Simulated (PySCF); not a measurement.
This PySCF input (B3LYP/6-311++G(2d,2p)) gives -76.46204 Eh with 47 basis functions.

```python
import numpy as np, basis_set_exchange as bse
from pyscf import gto, scf, dft, df

basis = {'H': gto.basis.parse(bse.get_basis('6-311++G(2d,2p)', elements=['H'], fmt='nwchem')), 'O': gto.basis.parse(bse.get_basis('6-311++G(2d,2p)', elements=['O'], fmt='nwchem'))}
mol = gto.M(
    atom='''
    O     0.00702152    0.00134342    0.11666744
    H    -0.04995842    0.75929218   -0.47415850
    H    -0.00621371   -0.77003954   -0.45918106
    ''',
    basis=basis,
    charge=0,
    verbose=4,
    max_memory=8640,
)
mf = dft.RKS(mol, xc='b3lyp')
mf.grids.level = 3
mf = mf.density_fit(auxbasis=df.autoaux(mol))
mf.conv_tol = 1e-9
mf.max_cycle = 100
print('smallest overlap eigenvalue', np.linalg.eigvalsh(mol.intor('int1e_ovlp'))[0])
mf.kernel()
dip = mf.dip_moment()
```

Change:
```diff
- basis = {'H': gto.basis.parse(bse.get_basis('6-311++G(2d,2p)', elements=['H'], fmt='nwchem')), 'O': gto.basis.parse(bse.get_basis('6-311++G(2d,2p)', elements=['O'], fmt='nwchem'))}
+ basis = {'H': gto.basis.parse(bse.get_basis('aug-cc-pVDZ', elements=['H'], fmt='nwchem')), 'O': gto.basis.parse(bse.get_basis('aug-cc-pVDZ', elements=['O'], fmt='nwchem'))}
```

### Question
What does the run give now?

### Answer
-76.44463 Eh (B3LYP/aug-cc-pVDZ, 41 functions), a change of +17.41 mEh.
